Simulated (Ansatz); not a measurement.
# CH₅FNPS: small, medium and large basis sets

The task here is to estimate one member of a computed series from the others.

Computed with Ansatz 0.2.0, Gaussian basis. Level: one geometry, several basis sets.

Plan: PBE0-D4/def2-SVP; ωB97M-V/def2-SVP; PBE0-D4/def2-QZVPP; ωB97M-V/def2-QZVPP; the functionals' def2-TZVPP values are taken from earlier runs.

### Structure used throughout

An earlier PBE0-D4 in a triple-zeta def2 set relaxation fixed the geometry.

SMILES `FC(S)NP`, 10 atoms, charge 0, spin multiplicity 1.

Atoms are counted from 1 here; the program's logs count them from 0.

Bond lengths: F1–C2 1.394 Å, C2–S3 1.813 Å, C2–N4 1.398 Å, C2–H6 1.092 Å, S3–H7 1.342 Å, N4–P5 1.711 Å, N4–H8 1.010 Å, P5–H9 1.419 Å, P5–H10 1.425 Å. Angles: F1–C2–S3 108.8°, F1–C2–N4 112.8°, F1–C2–H6 105.9°, S3–C2–N4 108.2°, S3–C2–H6 111.3°, N4–C2–H6 109.9°, C2–S3–H7 95.3°, C2–N4–P5 119.3°, C2–N4–H8 113.9°, P5–N4–H8 120.7°, N4–P5–H9 98.1°, N4–P5–H10 101.9°, H9–P5–H10 93.3°.

As a file:

```xyz
10

F    -0.65136   -0.22728    1.67908
C    -0.72218    0.23009    0.36393
S    -1.13976    1.99441    0.38208
N     0.48145    0.07238   -0.33034
P     0.83694   -1.43546   -1.05711
H    -1.50697   -0.35848   -0.11473
H    -2.05845    1.89525    1.35565
H     1.22366    0.67581   -0.00559
H     1.73886   -0.97177   -2.04913
H     1.88091   -1.92612   -0.22074
```

The first run:

The input, in.yaml:

```yaml
crystal:
  periodic: [false, false, false]
  atoms:
    - {symbol: F, position_ang: [-0.651357, -0.227285, 1.679083]}
    - {symbol: C, position_ang: [-0.722176, 0.230085, 0.363934]}
    - {symbol: S, position_ang: [-1.139761, 1.994407, 0.382077]}
    - {symbol: N, position_ang: [0.481445, 0.072379, -0.330343]}
    - {symbol: P, position_ang: [0.836942, -1.435463, -1.057114]}
    - {symbol: H, position_ang: [-1.506971, -0.358483, -0.114728]}
    - {symbol: H, position_ang: [-2.058449, 1.895251, 1.355650]}
    - {symbol: H, position_ang: [1.223663, 0.675808, -0.005589]}
    - {symbol: H, position_ang: [1.738855, -0.971773, -2.049128]}
    - {symbol: H, position_ang: [1.880909, -1.926124, -0.220744]}
basis:
  gaussian: {orbitals: def2-SVP}
hamiltonian: {xc: pbe0, dispersion: d4}
output: {orbitals: {seedname: orbitals}}
```

Run with:

```
ansatz run in.yaml --threads 4 --pin off --events-out ev --progress --plain --max-ram 10444MiB
```

Among the steps run: PBE0-D4 in def2-SVP; ωB97M-V in def2-SVP; PBE0-D4 in def2-QZVPP; ωB97M-V in def2-QZVPP.

One of the session's tables, all rows but one given; the rest of the session is left out.

It belongs to the step «Density functionals: the series». 

| functional | basis | HOMO (eV) | LUMO (eV) |
| --- | --- | --- | --- |
| PBE0-D4 | def2-SVP | -7.18 | 0.34 |
| PBE0-D4 | def2-TZVPP | ? | ? |
| PBE0-D4 | def2-QZVPP | -7.42 | -0.36 |
| ωB97M-V | def2-SVP | -9.40 | 2.34 |
| ωB97M-V | def2-TZVPP | -9.61 | 1.66 |
| ωB97M-V | def2-QZVPP | -9.66 | 1.29 |

**Question.** Estimate the row for PBE0-D4, def2-TZVPP.

**Answer.** HOMO (eV): -7.38; LUMO (eV): -0.19. In the column «HOMO (eV)» it lies between PBE0-D4, def2-QZVPP (-7.42) and PBE0-D4, def2-SVP (-7.18).
